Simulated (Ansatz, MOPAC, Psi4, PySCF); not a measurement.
Species: difluoromethane, CH$_{2}$F$_{2}$, charge 0, multiplicity 1. SMILES: FCF
Geometry from a B3LYP-D3(BJ)/def2-TZVP (Ansatz, a quantum-chemistry and plane-wave program) optimisation:
```xyz
5

C      0.0044     0.0053     0.5043
F     -0.0170     1.1024    -0.3021
F      0.0119    -1.1085    -0.2792
H     -0.9025    -0.0002     1.1113
H      0.9218     0.0234     1.0951
```

Quantity: size of the dipole moment, in D. Terms: no dispersion term unless named; no spin-orbit coupling; 6-31G* and kin with 6d, 5d where marked; non-relativistic; 6-311+G** with 5d. Ab initio and DFT rows: single points at B3LYP-D3(BJ) geometries (Ansatz). Semi-empirical rows: dipoles at the shared geometry.

Measured values: NIST CCCBDB, as tabulated in the package chemicals; dipoles are vibrational averages. 

Value to compare with, the measured value: 1.97 D.

| level | program | size of the dipole moment (D) | error |
|---|---|---|---|
| PM3 | MOPAC | 1.72 | -0.25 |
| MNDO | MOPAC | 2.21 | 0.24 |
| PBE/3-21G | Ansatz | 1.67 | -0.30 |
| PBE/6-311+G** | Ansatz | 2.00 | 0.03 |
| BP86/6-31G* (5d) | PySCF | 1.60 | -0.37 |
| B3LYP/6-31G* | Ansatz | 1.74 | -0.23 |
| wB97X-D/6-31G* | Psi4 | 1.84 | -0.13 |

Among the 7 habitual levels, BP86/6-31G* (5d) lies farthest from the measured value (-0.37 D) and PBE/6-311+G** nearest (0.03); 2 of 7 lie above it, and their mean absolute error is 0.22 D, the median 0.24. One case shows no general order.

The levels are drawn from those run, B3LYP/6-31G* more often than the rest, none by its result; runs whose electronic state is in doubt are left out.
